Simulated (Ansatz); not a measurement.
## Relative stability

Two relaxed structures of MgBH3O, singlet (PBE0-D4/def2-TZVP; forces vanish, vibrations not checked).

A:

```json
{"atom": "B1", "x (Å)": "-0.9002", "y (Å)": "0.3926", "z (Å)": "-0.5312"}
{"atom": "O2", "x (Å)": "0.0117", "y (Å)": "0.2928", "z (Å)": "0.2439"}
{"atom": "Mg3", "x (Å)": "1.6297", "y (Å)": "0.1163", "z (Å)": "1.6206"}
{"atom": "H4", "x (Å)": "2.0356", "y (Å)": "1.7566", "z (Å)": "1.9701"}
{"atom": "H5", "x (Å)": "-1.7896", "y (Å)": "0.4900", "z (Å)": "-1.2871"}
{"atom": "H6", "x (Å)": "1.8284", "y (Å)": "-1.5900", "z (Å)": "1.7853"}
```

B:

```xyz
6
angstrom
B -0.8795 0.2403 -0.9800
O 0.0600 -0.5179 -0.3738
Mg 1.3261 0.4582 2.3313
H -1.3689 -0.1110 -2.0175
H -1.1832 1.2573 -0.4299
H 0.2772 -1.3265 -0.8463
```

Ansatz 0.2.0; basis: def2-TZVPP; cores frozen in the correlated methods. The outer core shell of Li, Na, Mg and K is correlated. The def2 sets are not built for correlating such inner shells, so the correlated values are less sure here. B3LYP uses VWN-RPA correlation.

Which structure is lower at CCSD(T), and by how much? (To be estimated.)

The calculation gives: B, by 8.35 kcal/mol (electronic energy, against the other). By their contacts, A is MgBH₃O ([BH][O][MgH2]) and B is a complex of BH₃O ([BH2][OH]) + Mg.

All methods give the same order:

```tsv
method	E(B) − E(A) (kcal/mol)
PBE-D4	-9.99
r2SCAN-D4	-3.67
PBE0-D4	-11.45
B3LYP-D4	-8.04
wB97M-V	-8.57
HF	-8.73
MP2	-6.27
CCSD	-9.22
CCSD(T)	-8.35
```

No T1 diagnostic of these runs exceeds 0.015.

Labels in which every atom is bracketed show which atoms are joined, not bond orders.

For scale, one of the runs: CCSD(T)/def2-TZVPP, 136 basis functions, launched by `ansatz run in.yaml --threads 2 --pin off --events-out ev --progress --plain --max-ram 4352MiB`. The run took 18 s on 2 CPU threads of an Arm Neoverse V1 (shared host), with 0.83 GiB of host memory at its peak.
